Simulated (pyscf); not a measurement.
**Hydrogen abstraction: `[NH2][Al]([NH2])[NH2]` + `[H]` [doublet] -> `[NH][Al]([NH2])[NH2]` [doublet] + `[H][H]`**

Gas phase, doublet surface, charge 0. Bonds broken: N1–H5. Bonds formed: H5–H11. Structures and frequencies: ωB97X-D3(BJ)/def2-SVP in PySCF.

Transition state (Å):

```xyz
11

N      0.2224     1.5245     0.6465
Al    -0.8280     0.2199    -0.0920
N     -0.0721    -1.0936    -1.0177
N     -2.5893     0.3643     0.0473
H     -0.5385     2.1902     1.5859
H      1.0209     1.2759     1.2387
H      0.9248    -1.1942    -1.1729
H     -0.5699    -1.8126    -1.5312
H     -3.0593     1.0808     0.5896
H     -3.2747    -0.2268    -0.4091
H     -1.0131     2.2431     2.3209
```

One imaginary mode, 1059i cm⁻¹; descent along it reached the two sides named.

| bond | change | reactant side (Å) | saddle | product side |
|---|---|---|---|---|
| N1–H5 | breaks | 1.015 | 1.380 | 2.532 |
| H5–H11 | forms | 2.9 | 0.877 | 0.764 |

Electronic energies relative to the separated reactants (kcal/mol):

```csv
level,barrier,reaction energy,reverse barrier
ωB97X-D3(BJ)/def2-TZVP,17.1,+11.3,5.8
PBE/def2-TZVP,12.0,+12.1,-0.1
r²SCAN/def2-TZVP,11.1,+8.4,2.7
B3LYP-D3(BJ)/def2-TZVP,11.5,+7.7,3.8
PBE0-D3(BJ)/def2-TZVP,15.3,+12.6,2.7
M06-2X/def2-TZVP,19.7,+12.3,7.4
ωB97M-D3(BJ)/def2-TZVP,17.3,+11.5,5.8
HF/def2-TZVP,26.3,+5.9,20.4
```

With ωB97M-D3(BJ)/def2-TZVP energies and thermal terms (ideal gas, 1 atm, RRHO with modes under 100 cm⁻¹ raised to 100, one conformer, R ln 2 for rigid chiral ones), in kcal/mol:

```csv
T (K),ΔH‡,ΔG‡,ΔH,ΔG
298,15.4,21.7,+9.8,+7.7
600,14.8,28.2,+9.8,+5.6
900,14.6,35.0,+9.6,+3.6
1200,14.4,41.8,+9.2,+1.6
```

One saddle was located; it need not be the lowest between these sides. The angle at the transferred H is 154°.
